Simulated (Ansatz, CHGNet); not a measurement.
Ladder of methods for the volume per atom of 1T (CdI2-type) TiTe2

Reference value: 26.76 Å³/atom (measured, temperature not stated, no zero-point or thermal correction, from a published cell, pressure not stated; as tabulated in Journal of Solid State Chemistry 39, 230 (1981)).

```json
[
 {"level (code)": "CHGNet-r²SCAN", "value (Å³/atom)": "31.34"},
 {"level (code)": "LDA (Ansatz)", "value (Å³/atom)": "24.59"},
 {"level (code)": "PBE (Ansatz)", "value (Å³/atom)": "___"},
 {"level (code)": "rVV10 (Ansatz)", "value (Å³/atom)": "27.98"},
 {"level (code)": "HSE06 (Ansatz)", "value (Å³/atom)": "29.23"}
]
```

**Question.** Fill in the missing entries.

**Answer.** 
- PBE (Ansatz, a program for electronic structure), value (Å³/atom): 28.49

Differences against the reference: CHGNet-r²SCAN +17.1 %, LDA -8.1 %, PBE +6.5 %, rVV10 +4.6 %, HSE06 +9.2 %.

Leaving aside CHGNet-r²SCAN (doubt noted below): The levels aren't ranked against this reference (sources at odds).

The reference isn't brought to a static lattice, while the calculations are for one, so the differences are not the levels' errors alone. A static lattice is as a rule a little smaller than the measured one.  CHGNet-r²SCAN: the cell has another shape than the first-principles one, perhaps another minimum in the same group. LDA: LDA has no dispersion term either, though it tends to give short spacings of layers, chains or molecules. PBE: for a layered or molecular solid the relaxed cell lies over 5 % above the published volume, where the minimum can be shallow. PBE, HSE06: the cell comes from a level without a dispersion term, which matters for the spacing of layers, chains or molecules. HSE06: exact exchange on metals is sensitive to the k mesh and can open a false gap. HSE06: the run warned that the count of filled bands differs between k points. Cutoffs and k meshes differ between the levels. Ansatz's density-functional and Hartree–Fock values are scalar-relativistic unless marked +SOC, with PAW data made under PBE.

Machine-learned potentials (CHGNet-r²SCAN) are trained on DFT data: a solid inside that data is no test of them.

Differences are worked out from the printed values.
